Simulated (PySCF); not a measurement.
C3H5FS2.
Atom-mapped SMILES: `[F:1][CH:2]1[S:3][CH2:4][CH2:5][S:6]1` (hydrogens: H7 on C2; H8, H9 on C4; H10, H11 on C5)

Structure used (GFN2-xTB), in Å, numbered top down from 1:
```
atom  x, y, z in Å
F1     2.0014   -1.2488   -0.0819
C2     1.6070    0.0389    0.1326
S3     0.7357    0.6740   -1.3393
C4    -0.9641    0.4780   -0.6742
C5    -0.9134   -0.4232    0.5386
S6     0.4970    0.1236    1.5542
H7     2.5041    0.6334    0.3156
H8    -1.5799    0.0570   -1.4674
H9    -1.3241    1.4735   -0.4142
H10   -1.8127   -0.3379    1.1448
H11   -0.7454   -1.4659    0.2654
```

Vertical excitations from PySCF (density fitting, frozen core in the response, grid level 2 and gas phase unless stated; continuum runs use non-equilibrium linear response for the excitations) on a GFN2-xTB geometry. Reference run:

```csv
settings,"S1, eV (f)","S2, eV (f)","S3, eV (f)","S4, eV (f)","S5, eV (f)","S6, eV (f)","T1, eV (Tamm–Dancoff)",mean α (au)
"PBE0/def2-SVPD, full TDDFT, 6 singlets",4.90 (0.004),5.54 (0.000),6.18 (0.003),6.29 (0.002),6.59 (0.012),6.69 (0.025),4.44,74.4
```

What do these settings give: (1) PBE0/Sadlej pVTZ, full TDDFT, 1 singlet; (2) PBE0/aug-pcSseg-1, energy threshold 1e-06 Eh, start guess vsap, full TDDFT, 1 singlet?

```csv
settings,"S1, eV (f)","S2, eV (f)","S3, eV (f)","S4, eV (f)","S5, eV (f)","S6, eV (f)","T1, eV (Tamm–Dancoff)",mean α (au)
"PBE0/Sadlej pVTZ, full TDDFT, 1 singlet",4.86 (0.004),–,–,–,–,–,–,75.7
"PBE0/aug-pcSseg-1, energy threshold 1e-06 Eh, start guess vsap, full TDDFT, 1 singlet",4.86 (0.004),–,–,–,–,–,4.40,75.1
```

(1) S1 moves by -0.04 eV. (2) S1 moves by -0.04 eV. States are counted by energy in each run and needn't keep their character from row to row.

Give the leading configurations of S1 (H = HOMO, L = LUMO) and the HOMO–LUMO gap of each run.

| settings | S1 configurations (weight) | S1 (eV) | orbital gap (eV) | S1 − gap (eV) |
| --- | --- | --- | --- | --- |
| PBE0/def2-SVPD, full TDDFT, 6 singlets | H→L 0.95 | 4.90 | 6.42 | -1.52 |
| PBE0/Sadlej pVTZ, full TDDFT, 1 singlet | H→L 0.87 | 4.86 | 6.33 | -1.47 |
| PBE0/aug-pcSseg-1, energy threshold 1e-06 Eh, start guess vsap, full TDDFT, 1 singlet | H→L 0.86 | 4.86 | 6.32 | -1.46 |

One conformer stands for the species.
